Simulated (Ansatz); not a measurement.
# SiO2 (silicon dioxide molecule): levels of theory compared

Aim: a comparison of 6 runs (B3LYP/STO-3G, HSE06/STO-3G, UPBE/STO-3G, UPBE0/STO-3G, UMP2/STO-3G, CCSDT(Q)/STO-3G) of SiO2 (silicon dioxide molecule). 

The calculation is run with Ansatz 0.2.0.

37 further runs of the same task are left out: 8 that didn't finish, 29 set aside as unsound or not needed.

### Step 1. Starting point

SiO2 has 3 atoms, charge 0, and is taken as a singlet. SMILES: `O=[Si]=O`. The Si2–O1 distance was set to 3.728 Å, away from the relaxed value. At this shape a bond of the SMILES string is far longer than usual.

Bond lengths: Si2–O3 1.491 Å.

### Step 2. The energy at B3LYP/STO-3G (run 1)

File in.yaml:

```yaml
crystal:
  periodic: [false, false, false]
  atoms:
    - {symbol: O, position_ang: [1.729190, 3.042600, 1.284605]}
    - {symbol: Si, position_ang: [-0.000730, 0.000440, -0.000160]}
    - {symbol: O, position_ang: [-0.690510, -1.217740, -0.513580]}
basis:
  gaussian: {orbitals: STO-3G}
hamiltonian: {xc: {name: B3LYP}}
accuracy: high
total_charge: 0
```

The run is started by

```
ansatz run in.yaml --threads 1 --pin off --max-ram 2610MiB --events-out events.jsonl --progress --plain --runs-dir runs
```

Log:

```text
Warning: RAYON_NUM_THREADS=1 ignored (pool sized by the plan → 1); use --threads N
Functional definition: B3LYP
  name "B3LYP"
  parameter a0 = 0.2
  parameter ax = 0.72
  parameter ac = 0.81
  exchange = (1 - a0 - ax)*slater_x + ax*b88_x + a0*exact_x
  correlation = (1 - ac)*vwn_rpa_c + ac*lyp_c
302 factors; integrals over basis functions are off by at most 1.5e-8 eV
mean field evaluation 1: about -11801.2421 eV, gradient 5.3e1 eV
mean field evaluation 2: about -11594.4431 eV, gradient 2.2e1 eV
mean field evaluation 4: about -11744.4067 eV, gradient 9.0e1 eV
mean field evaluation 8: about -11815.1007 eV, gradient 3.7e-3 eV
mean field evaluation 16: about -11815.0911 eV, gradient 6.9e-6 eV
mean field evaluation 32: about -11815.0717 eV, gradient 1.5e-1 eV
mean field -11815.09113587 eV, -434.1965906867 hartree, gradient 2.7e-9 eV, S^2 0.000000; 4 other end points of the search recorded, 0 dependent functions left out
reference -11815.09115963 eV, -434.1965915599 hartree; 15, 15 occupied and 4, 4 virtual orbitals, 302 factors
Total energy: -11815.09115963 eV, -434.1965915599 hartree
```

Wall time 3.6 s (1 thread of AMD EPYC 7R43 (Zen 3), shared host); peak memory 0.1 GiB.

### Step 3. A single-point energy at HSE06/STO-3G (run 2)

File run.yaml:

```yaml
crystal:
  periodic: [false, false, false]
  atoms:
    - symbol: O
      position_ang: [1.729190, 3.042600, 1.284605]
    - symbol: Si
      position_ang: [-0.000730, 0.000440, -0.000160]
    - symbol: O
      position_ang: [-0.690510, -1.217740, -0.513580]
basis:
  gaussian:
    orbitals: STO-3G
accuracy: high
hamiltonian:
  xc: {name: HSE06}
```

The run is started by

```
ansatz run run.yaml --threads 1 --pin off --max-ram 2610MiB --events-out events.jsonl --progress --plain --runs-dir runs
```

Log:

```text
Warning: RAYON_NUM_THREADS=1 ignored (pool sized by the plan → 1); use --threads N
Functional definition: HSE06
  name "HSE06"
  parameter a = 0.25
  parameter omega = 0.11/bohr
  exchange = pbe_x - a*pbe_x_sr(omega) + a*exact_x_sr(omega)
  correlation = pbe_c
302 factors; integrals over basis functions are off by at most 1.5e-8 eV
54 factors; integrals over basis functions are off by at most 7.8e-10 eV
mean field evaluation 1: about -11794.6277 eV, gradient 5.2e1 eV
mean field evaluation 2: about -11588.1012 eV, gradient 2.0e1 eV
mean field evaluation 4: about -11736.8627 eV, gradient 9.0e1 eV
mean field evaluation 8: about -11807.8591 eV, gradient 9.7e-3 eV
mean field evaluation 16: about -11807.8513 eV, gradient 5.6e-8 eV
mean field evaluation 32: about -11807.8346 eV, gradient 1.5e-1 eV
mean field -11807.85131362 eV, -433.9305321264 hartree, gradient 4.3e-8 eV, S^2 0.000000; 3 other end points of the search recorded, 0 dependent functions left out
reference -11807.85131502 eV, -433.9305321780 hartree; 15, 15 occupied and 4, 4 virtual orbitals, 302 factors
Total energy: -11807.85131502 eV, -433.9305321780 hartree
```

Run time: 4.5 s. Hardware: 1 thread of AMD EPYC 7R43 (Zen 3), shared host; peak memory 0.11 GiB.

Runs 3 to 5 aren't shown in full; the table further down has their settings and results.

### Step 4. A single-point energy at CCSDT(Q)/STO-3G (run 6)

File input.yaml:

```yaml
crystal:
  periodic: [false, false, false]
  atoms:
    - {symbol: O, position_ang: [1.729190, 3.042600, 1.284605]}
    - {symbol: Si, position_ang: [-0.000730, 0.000440, -0.000160]}
    - {symbol: O, position_ang: [-0.690510, -1.217740, -0.513580]}
basis:
  gaussian: {orbitals: STO-3G}
correlation: {method: ccsdt_q, frozen_orbitals: {O: 1, Si: 5}}
accuracy: high
scf: {omitted_lower_state_checks: [cluster_reference, increment]}
```

The run is started by

```
ansatz run input.yaml --threads 1 --pin off --max-ram 2610MiB --events-out events.jsonl --progress --plain --runs-dir runs
```

Log:

```text
Warning: RAYON_NUM_THREADS=1 ignored (pool sized by the plan → 1); use --threads N
[... 15 lines left out ...]
7 core orbitals not correlated: weight in the atoms' cores, before any rotation towards them, 1.000 or more for the frozen orbitals, at most 0.000 for the correlated occupied ones
[... 108 lines left out ...]
Total energy: -11789.42471106 eV, -433.2533669726 hartree
Checks for a lower state left out: cluster_reference, increment
```

Run time: 1.4 s. Hardware: 1 thread of AMD EPYC 7R43 (Zen 3), shared host.

### Step 5. The series

```
run            level  frozen core orbitals  energy (Eh)  wall time
  1     B3LYP/STO-3G                     –  -434.196592      3.6 s
  2     HSE06/STO-3G                     –  -433.930532      4.5 s
  3      UPBE/STO-3G                     –  -433.971367       39 s
  4     UPBE0/STO-3G                     –  -434.035287       18 s
  5      UMP2/STO-3G                     7  -433.286405      5.1 s
  6  CCSDT(Q)/STO-3G                     7  -433.253367      1.4 s
```

### Step 6. Results

```
                                          quantity          value
                               run 6: total energy  -433.25337 Eh
run 6: correlation energy (7 core orbitals frozen)     -191.4 mEh
                              run 6: T1 diagnostic          0.023
```

Totals of different functionals can't be ranked against each other. In run 6 the log says that unrestricted orbitals would lower the reference, so the values rest on an unstable closed-shell determinant (other closed-shell runs at this shape may share the fault). In runs 1, 2, 3, 4, 5, 6 the basis is minimal, so the values are rough. In runs 1, 2 a closed-shell determinant meets a far-stretched bond, which it describes badly. Spin contamination of the reference: run 5 ⟨S²⟩ = 1.12, run 4 ⟨S²⟩ = 1.00, run 3 ⟨S²⟩ = 1.00. Where it is this large, the reference is a mixture of spin states, and values that rest on it are in doubt. All runs together took 71 s, the longest 39 s.
